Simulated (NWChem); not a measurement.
Everything below was run with NWChem. System: H2Si, charge 0, spin multiplicity 1, displaced from the optimised geometry. The structure started from a generated list of species. Level: CR-CCSD(T)/cc-pVDZ, 5 core orbitals frozen, spin-restricted.

Job file:

```
start mol
memory heap 100 mb stack 700 mb global 1900 mb
geometry units angstroms nocenter noautoz noautosym
  Si     0.000000     0.000000     0.134141
  H      1.644216     0.000000    -1.475554
  H     -1.096144     0.000000    -0.938989
end
basis spherical
  * library cc-pvdz
end
scf
  rhf
  nopen 0
  maxiter 100
  thresh 1e-7
  semidirect memsize 60000000 filesize 0
end
tce
  freeze core 5
  cr-ccsd(t)
  2eorb
  2emet 13
  thresh 1e-6
  maxiter 100
  tilesize 24
end
task tce energy
```

NWChem printed:

```
             Northwest Computational Chemistry Package (NWChem) 7.3.0
             --------------------------------------------------------

                                NWChem Input Module
                                -------------------

 Scaling coordinates for geometry "geometry" by  1.889725989
 (inverse scale =  0.529177249)

                             Geometry "geometry" -> ""
                             -------------------------

 Output coordinates in angstroms (scale by  1.889725989 to convert to a.u.)

  No.       Tag          Charge          X              Y              Z
 ---- ---------------- ---------- -------------- -------------- --------------
    1 Si                  14.0000     0.00000000     0.00000000     0.13414100
    2 H                    1.0000     1.64421600     0.00000000    -1.47555400
    3 H                    1.0000    -1.09614400     0.00000000    -0.93898900

 Effective nuclear repulsion energy (a.u.)       8.2387320792

            Nuclear Dipole moment (a.u.)
            ----------------------------
        X                 Y               Z
 ---------------- ---------------- ----------------
     1.0357059020     0.0000000000    -1.0139683840


 Summary of "ao basis" -> "" (spherical)
 ------------------------------------------------------------------------------
       Tag                 Description            Shells   Functions and Types
 ---------------- ------------------------------  ------  ---------------------
 *                          cc-pvdz                   on all atoms

 Summary of "ao basis" -> "ao basis" (spherical)
 ------------------------------------------------------------------------------
       Tag                 Description            Shells   Functions and Types
 ---------------- ------------------------------  ------  ---------------------
 Si                         cc-pvdz                  8       18   4s3p1d
 H                          cc-pvdz                  3        5   2s1p

                                 NWChem SCF Module
                                 -----------------

  ao basis        = "ao basis"
  functions       =    28
  atoms           =     3
  closed shells   =     8
  open shells     =     0
  charge          =   0.00
  wavefunction    = RHF
  use symmetry    = F
  symmetry adapt  = F

 Summary of "ao basis" -> "ao basis" (spherical)
 ------------------------------------------------------------------------------
       Tag                 Description            Shells   Functions and Types
 ---------------- ------------------------------  ------  ---------------------
 Si                         cc-pvdz                  8       18   4s3p1d
 H                          cc-pvdz                  3        5   2s1p

 Forming initial guess at       0.0s

      Superposition of Atomic Density Guess
      -------------------------------------

 Sum of atomic energies:        -289.83382593

      Non-variational initial energy
      ------------------------------

 Total energy =    -289.590841
 1-e energy   =    -417.871731
 2-e energy   =     120.042157
 HOMO         =      -0.229679
 LUMO         =      -0.081173

 Starting SCF solution at       0.2s

 ----------------------------------------------
         Quadratically convergent ROHF

 Convergence threshold     :          1.000E-07
 Maximum no. of iterations :          100
 Final Fock-matrix accuracy:          1.000E-09
 ----------------------------------------------

              iter       energy          gnorm     gmax       time
[...]
    19     -0.218871  2 H  s                 10     -0.183681  1 Si pz
     3      0.176689  1 Si s

 Vector   11  Occ=0.000000D+00  E= 1.683620D-01
              MO Center= -6.5D-02, -1.0D-16, -1.7D-02, r^2= 4.4D+00
   Bfn.  Coefficient  Atom+Function         Bfn.  Coefficient  Atom+Function
  ----- ------------  ---------------      ----- ------------  ---------------
    25      1.739992  3 H  s                  4     -1.118939  1 Si s
    13      1.089758  1 Si pz                11      0.922343  1 Si px
    20      0.250284  2 H  s                  3     -0.182542  1 Si s
    24      0.173650  3 H  s                 10      0.154555  1 Si pz

 center of mass
 --------------
 x =   0.03480228 y =   0.00000000 z =   0.08313175

 moments of inertia (a.u.)
 ------------------
          12.599660470410           0.000000000000           5.114092354225
           0.000000000000          26.617379844578           0.000000000000
           5.114092354225           0.000000000000          14.017719374169

  Mulliken analysis of the total density
  --------------------------------------

    Atom       Charge   Shell Charges
 -----------   ------   -------------------------------------------------------
    1 Si  14    13.68   2.00  2.01  0.99  0.83  6.00  0.89  0.87  0.09
    2 H    1     1.22   0.53  0.69  0.00
    3 H    1     1.10   0.71  0.37  0.01

       Multipole analysis of the density wrt the origin
       ------------------------------------------------

     L   x y z        total         open         nuclear
     -   - - -        -----         ----         -------
     0   0 0 0     -0.000000      0.000000     16.000000

     1   1 0 0     -0.718833      0.000000      1.035706
     1   0 1 0      0.000000      0.000000      0.000000
     1   0 0 1      0.535680      0.000000     -1.013968

     2   2 0 0    -14.169889      0.000000     13.944927
     2   1 1 0     -0.000000      0.000000      0.000000
     2   1 0 1      1.300340      0.000000     -4.988285
     2   0 2 0     -9.601852      0.000000      0.000000
     2   0 1 1      0.000000      0.000000      0.000000
     2   0 0 2    -15.054127      0.000000     11.823341

                   NWChem Extensible Many-Electron Theory Module
                   ---------------------------------------------


            General Information
            -------------------
      Number of processors :     1
         Wavefunction type : Restricted Hartree-Fock
          No. of electrons :    16
           Alpha electrons :     8
            Beta electrons :     8
           No. of orbitals :    56
            Alpha orbitals :    28
             Beta orbitals :    28
        Alpha frozen cores :     5
         Beta frozen cores :     5
     Alpha frozen virtuals :     0
      Beta frozen virtuals :     0
         Spin multiplicity : singlet
    Number of AO functions :    28
       Number of AO shells :    14
        Use of symmetry is : off
      Symmetry adaption is : off
         Schwarz screening : 0.10D-09

          Correlation Information
          -----------------------
          Calculation type : Coupled-cluster singles & doubles w/ perturbation
   Perturbative correction : Completely renormalized (T)
            Max iterations :      100
        Residual threshold : 0.10D-05
     T(0) DIIS level shift : 0.00D+00
     L(0) DIIS level shift : 0.00D+00
     T(1) DIIS level shift : 0.00D+00
     L(1) DIIS level shift : 0.00D+00
     T(R) DIIS level shift : 0.00D+00
     T(I) DIIS level shift : 0.00D+00
   CC-T/L Amplitude update :  5-th order DIIS
                I/O scheme : Global Array Library
        L-threshold :  0.10D-05
        EOM-threshold :  0.10D-05
 no EOMCCSD initial starts read in
 TCE RESTART OPTIONS
 SLICE:      F
 D4D5:       F
 quantumc:   F
 qrotation:  F
 pwtce:      F
 qducc:      F
 nacto:                         0
 nrotv:                         0
 nrot:                          0

            Memory Information
            ------------------
          Available GA space size is     249036016 doubles
          Available MA space size is     104855348 doubles

 Maximum block size supplied by input
 Maximum block size        24 doubles

 tile_dim =     20

 -------------------------------------------------

 Global array virtual files algorithm will be used

 Parallel file system coherency ......... OK

 4-electron integrals stored in orbital form

 v2    file size   =           191821
 4-index algorithm nr.  13 is used
 imaxsize =       30
 imaxsize ichop =        0


CCSD iterations
 ---------------------------------------------------------
 Iter          Residuum       Correlation     Cpu    Wall
 ---------------------------------------------------------
    1   0.1073636597324  -0.0917090815088     0.0     0.0
    2   0.0420540372607  -0.1141305307434     0.0     0.0
    3   0.0214546280800  -0.1209935339246     0.0     0.0
    4   0.0120603389891  -0.1239450328594     0.0     0.0
    5   0.0071773379874  -0.1253875865889     0.0     0.0
    6   0.0012700416362  -0.1272234109650     0.0     0.0
    7   0.0006051283319  -0.1272145764704     0.0     0.0
    8   0.0003863706332  -0.1272173626454     0.0     0.0
    9   0.0002545562998  -0.1272217333625     0.0     0.0
   10   0.0001719564618  -0.1272250479723     0.0     0.0
   11   0.0000235768878  -0.1272331521736     0.0     0.0
   12   0.0000101430646  -0.1272363373686     0.0     0.0
   13   0.0000058579382  -0.1272372417291     0.0     0.0
   14   0.0000036022602  -0.1272376570046     0.0     0.0
   15   0.0000022926443  -0.1272378617129     0.0     0.0
   16   0.0000004689459  -0.1272381339872     0.0     0.0
 -----------------------------------------------------------------
 Iterations converged
 CCSD correlation energy / hartree =        -0.127238133987233
 CCSD total energy / hartree       =      -290.073487658337513

 Singles contributions

 Doubles contributions
    10a   (alpha)    10a   (beta ) ---     8a   (alpha)     8a   (beta )       -0.2040171421
 CR-CCSD(T)

 CR-CCSD[T]  correction energy / hartree =        -0.003321893492975
 CR-CCSD[T] correlation energy / hartree =        -0.130560027480208
 CR-CCSD[T] total energy / hartree       =      -290.076809551830479
 CR-CCSD(T)  correction energy / hartree =        -0.003099300445475
 CR-CCSD(T) correlation energy / hartree =        -0.130337434432708
 CR-CCSD(T) total energy / hartree       =      -290.076586958782968

 Task  times  cpu:        0.6s     wall:        0.6s

 Total times  cpu:        0.7s     wall:        0.7s
```
